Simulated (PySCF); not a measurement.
## Telling isomers of C4H5NO apart by NMR

- spin–spin couplings from B3LYP/pcJ-1 (spin–dipole term left out of most H,H and C,H couplings)
- shielding tensors at PBE0/pcSseg-1 (GIAO)
- coordinates at the PBE0-D3(BJ)/def2-SVP level
- code: PySCF 2.14
- one computed conformer, in vacuum, no relativistic terms, averaged over atoms made equivalent by symmetry, fast rotation or ring inversion

Referencing at the same level of theory: TMS for ¹H (σ = 31.27 ppm), ¹³C (σ = 184.41 ppm). Multiplet labels drop J under 1 Hz and among equivalent protons, and merge close values. Unscaled 3J(H,H) run several per cent high. Vicinal couplings that depend on rotamer populations or ring flexing (ring, CH–CH, X–H and H–F types) are those of the one conformer. Shifts are as computed. Against solution values, carbons near 30 ppm lie about +2 ppm off and those near 130 ppm about +5 ppm. Of 1211 compounds with measured shifts, 218 miss one by over three times the rms of a fit or turn the order of signals round; such compounds aren't used in these exercises.

(1) Tabulate the signals of `C=C/C=N\C=O`, `N#C[C@H]1CCO1` and their relative energies.

(2) What is the quickest way to tell C=C/C=N\C=O from N#C[C@H]1CCO1?

## Answers

(1) 
```tsv
SMILES	carbon types	δC	δH	E rel. (kcal/mol)
C=C/C=N\C=O	3×CH 1×CH2	176.3, 162.0, 141.8, 140.0	9.19 (s, 1H), 7.36 (dd, 1H), 6.57 (ddd, 1H), 6.22 (dt, 1H), 6.07 (dd, 1H)	0.0
N#C[C@H]1CCO1	1×C 1×CH 2×CH2	123.8, 71.1, 67.0, 28.4	4.92 (dd, 1H), 4.82 (ddd, 1H), 4.62 (ddd, 1H), 2.92 (dtd, 1H), 2.64 (ddt, 1H)	9.9
```

Energies are electronic energies at PBE0/pcSseg-1 on these geometries, without zero-point or thermal terms, each for the one conformer computed, which needn't be the lowest.

(2) Both give the same number of carbon signals, but DEPT or the intensities differ. The first has an amide carbonyl carbon (CH) at 176.3 ppm, the second a nitrile carbon (C) at 123.8 ppm. In the proton spectra the most deshielded non-exchanging signals are 9.19 (s, 1H) and 4.92 (dd, J = 10.4, 6.1 Hz, 1H).
